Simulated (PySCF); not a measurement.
What binds MgP: the parts of the energy along the bond

State: ⁴Σ⁻, quartet, unpaired electrons σ ↑, π ↑↑. ROHF-based CCSD(T) in PySCF 2.14 with Mg cc-pCVDZ, P aug-cc-pV(D+d)Z and Mg cc-pCVTZ, P aug-cc-pV(T+d)Z (frozen core orbitals: 6; no relativity). Correlation energies are extrapolated as n⁻³ (n = 2, 3), Hartree–Fock as (n+1)·exp(−9√n). CV is the change on freezing 2 orbitals instead, in Mg cc-pCVTZ, P cc-pwCVTZ. All energies in eV from Mg + P.

```
 R (Å)  HF/CBS  CCSD corr.      (T)       CV   total
2.2422   0.146      -0.401  -0.0738  -0.0098  -0.338
2.3441  -0.055      -0.388  -0.0762  -0.0069  -0.526
2.4461  -0.141      -0.384  -0.0796  -0.0047  -0.609
2.5480  -0.144      -0.389  -0.0840  -0.0031  -0.621
2.6499  -0.092      -0.405  -0.0892  -0.0020  -0.587
2.7773   0.026      -0.439  -0.0963  -0.0011  -0.510
2.9047   0.175      -0.490  -0.1022  -0.0008  -0.418
```

A fit to the total gives Re = 2.5178 Å, De = 0.623 eV, ωe = 316.7 cm⁻¹, Be = 0.1967 cm⁻¹ (masses 23.9850 and 30.9738 u).

Problem. At R = 2.5480 Å the CCSD correlation energy is -0.294697 hartree in the smaller basis and -0.416513 in the larger. Extrapolate it.

Solution. (3³·E3 − 2³·E2)/(3³ − 2³) = -0.46780 hartree; the larger basis holds 89.0 % of it.

The T1 diagnostic is 0.030. The state was picked by a PBE0 search and need not be the measured ground state. Spin–orbit coupling, excitations beyond (T) and corrections to the Born–Oppenheimer picture are left out.
